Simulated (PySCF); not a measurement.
**CCl₄: from structure and modes to constants**

These are results of B3LYP in PySCF with C def2-TZVP, Cl def2-TZVP; no relativity; density-fitted integrals, not measurements.

The singlet minimum has Td symmetry. Masses (u): C 12.00000, Cl 34.96885.

```xyz
5
charge 0 multiplicity 1, angstrom
C     0.0000    0.0000    0.0000
Cl   -1.0283   -1.0283    1.0283
Cl    1.0283   -1.0283   -1.0283
Cl   -1.0283    1.0283   -1.0283
Cl    1.0283    1.0283    1.0283
```

Harmonic wavenumbers (cm⁻¹): 214.8 (e, ×2), 310.8 (t2, ×3), 451.0 (a1, ×1), 740.7 (t2, ×3).

Task: Find the principal moments of inertia and the rotational constants. What kind of rotor is it?

Result: About the centre of mass I = 295.79, 295.79, 295.79 u Å². With B = 16.8576/I this gives 0.05699, 0.05699, 0.05699 cm⁻¹. The molecule is a spherical top.

Task: Find the vibrational entropy and heat capacity at 298.15 K.

Result: With u = 1.43878 ω/T, each mode gives S = R[u/(eᵘ−1) − ln(1−e⁻ᵘ)] and C = R u² eᵘ/(eᵘ−1)².
| ω (cm⁻¹) | u | S (J/(mol K)) | C (J/(mol K)) |
| --- | --- | --- | --- |
| 214.8 (×2) | 1.036 | 8.38 | 7.61 |
| 310.8 (×3) | 1.500 | 5.68 | 6.92 |
| 451.0 | 2.176 | 3.32 | 5.68 |
| 740.7 (×3) | 3.574 | 1.09 | 3.15 |
The sums over all modes are S = 40.4 and C = 51.1 J/(mol K); the softest mode gives 21 % of the entropy (each member, where degenerate).

Task: Give the standard entropy (298.15 K, 1 bar) by its translational, rotational, vibrational and spin parts, and Cp.

Result: Sackur–Tetrode with M = 151.88 u gives 171.5; rotation with symmetry number 12 gives 98.8; vibration 40.4; spin R ln 1 = 0.0. The total is 310.7 J/(mol K), and Cp = 4 R + 51.1 = 84.4 J/(mol K).
